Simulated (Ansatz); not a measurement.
Input file:

```yaml
crystal:
  periodic: [false, false, false]
  atoms:
    - {symbol: Al, position_ang: [-0.000002, 0.400252, 1.116230]}
    - {symbol: C, position_ang: [0.000017, 0.181182, -0.765378]}
    - {symbol: P, position_ang: [-0.000003, 0.268919, -2.452491]}
    - {symbol: H, position_ang: [-0.000011, -0.850353, 2.101639]}
basis:
  gaussian: {orbitals: cc-pVDZ}
magnetization: {spin_polarized: true, initial_magnetization: 5}
hamiltonian: {xc: {name: PBE}}
correlation: {method: rpa, electrons: outside_noble_gas}
```

```sh
$ ansatz run in.yaml --threads 1 --pin off --events-out ev --progress --plain --max-ram 2393MiB
```

Problem. Roughly how long does this take on 1 thread of Arm Neoverse V2, shared host, and how much host memory?

Solution. 5.5 s wall and 0.12 GiB.

```
551 factors; integrals over basis functions are off by at most 1.1e-3 eV
mean field evaluation 1: about -16918.1952 eV, gradient 2.2e1 eV
mean field evaluation 2: about -16918.1926 eV, gradient 2.2e1 eV
mean field evaluation 4: about -16919.0200 eV, gradient 1.3e1 eV
mean field evaluation 8: about -16921.2691 eV, gradient 1.4e-1 eV
mean field evaluation 16: about -16921.2692 eV, gradient 1.8e-4 eV
mean field evaluation 32: about -16920.1629 eV, gradient 1.4e0 eV
mean field -16921.26922426 eV, -621.8451743434 hartree, gradient 3.4e-6 eV, S^2 8.761162; 6 other end points of the search recorded, 0 dependent functions left out
11 core orbitals not correlated: weight in the atoms' cores, before any rotation towards them, 1.000 or more for the frozen orbitals, at most 0.000 for the correlated occupied ones
reference -16895.22378037 eV, -620.8880219345 hartree; 9, 4 occupied and 35, 40 virtual orbitals, 551 factors
Total energy: -16906.05716574 eV, -621.2861415036 hartree
```
